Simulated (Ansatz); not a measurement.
# C4H6F2: the cost of one run

All numbers are computed with Ansatz 0.2.0, driven from Python. Level of theory: CAM-B3LYP/6-31G*.

## (1) Starting point

Bond lengths: F1–C2 1.345 Å, C2–C3 1.466 Å, C3–C4 1.444 Å, C4–C5 1.470 Å, C5–F6 1.373 Å, C2–H7 1.097 Å, C2–H8 1.105 Å, C3–H9 1.113 Å, C4–H10 1.061 Å, C5–H11 1.056 Å, C5–H12 1.127 Å. Angles (14 of 18 angles, heavy atoms first): F1–C2–C3 106.0°, C2–C3–C4 128.0°, C3–C4–C5 124.2°, C4–C5–F6 114.0°, F1–C2–H7 110.7°, F1–C2–H8 110.1°, C3–C2–H7 109.6°, C3–C2–H8 111.3°, C2–C3–H9 116.4°, C4–C3–H9 115.5°, C3–C4–H10 114.9°, C5–C4–H10 120.8°, C4–C5–H11 110.1°, C4–C5–H12 106.2°.

The script holds or builds the structure itself.

## (2) The script

Contents of opt.py:

```python
import itertools

import ansatz as az
from ase.data import atomic_numbers, covalent_radii
import numpy as np

BASIS_SET = '6-31G*'
FUNCTIONAL = 'cam_b3lyp'

GEOMETRY = '''
F    -2.67440   -0.57660    0.40600
C    -1.58490    0.17950    0.18040
C    -0.45090   -0.57260    0.72580
C     0.93390   -0.50740    0.32350
C     1.44180    0.34990   -0.75700
F     0.56900    1.33570   -1.14490
H    -1.66990    1.14420    0.69590
H    -1.46360    0.35810   -0.90300
H    -0.66830   -1.23840    1.59130
H     1.58320   -1.16080    0.85050
H     1.70990   -0.23870   -1.59120
H     2.35110    0.87200   -0.34330
'''

mol = az.Crystal.molecule()
for line in GEOMETRY.strip().splitlines():
    symbol, *xyz = line.split()
    mol = mol.atom(symbol, [float(v) for v in xyz])

calculation = mol.calculation().basis(gaussian=BASIS_SET).functional(FUNCTIONAL)
symbols = [site.symbol for site in mol.cartesian_sites]
start = np.array([site.position_ang for site in mol.cartesian_sites], dtype=float)
report = calculation.relax(force_tolerance=0.02).run().report
end = np.array(report['positions_ang'])

for key in ('converged', 'free_energy_ev', 'reference_energy_ev', 'n_frozen', 'n_occupied', 'n_virtual'):
    print(f'{key:22s} {report[key]}')

radius = [covalent_radii[atomic_numbers[s]] for s in symbols]
span = lambda where, i, j: np.linalg.norm(where[i] - where[j])
bonded = [(i, j) for i, j in itertools.combinations(range(len(symbols)), 2) if min(span(start, i, j), span(end, i, j)) < 1.2 * (radius[i] + radius[j])]
print('pair        before    after (A)')
for i, j in bonded:
    print(f'{symbols[i]}{i}-{symbols[j]}{j}'.ljust(10), f'{span(start, i, j):8.4f} {span(end, i, j):8.4f}')

charges = report['charge_distribution']
print('dipole moment', round(4.803205 * float(np.linalg.norm(charges['dipole_moment_e_ang'])), 3), 'D')
print('Mulliken:', [(s, round(q, 3)) for s, q in zip(symbols, charges['mulliken_charges_e'])])
with open('c4h6f2_opt.xyz', 'w') as handle:
    handle.write(f'{len(symbols)}\nrelaxed C4H6F2\n')
    handle.writelines(f'{s:2s} {x:11.6f} {y:11.6f} {z:11.6f}\n' for s, (x, y, z) in zip(symbols, end))
```

## (3) Launch

The run is started by

```
> python opt.py
```

Q: Estimate wall time and peak memory on 1 thread of Arm Neoverse V1, shared host.

About 1.9 min, with a peak of 0.33 GiB.
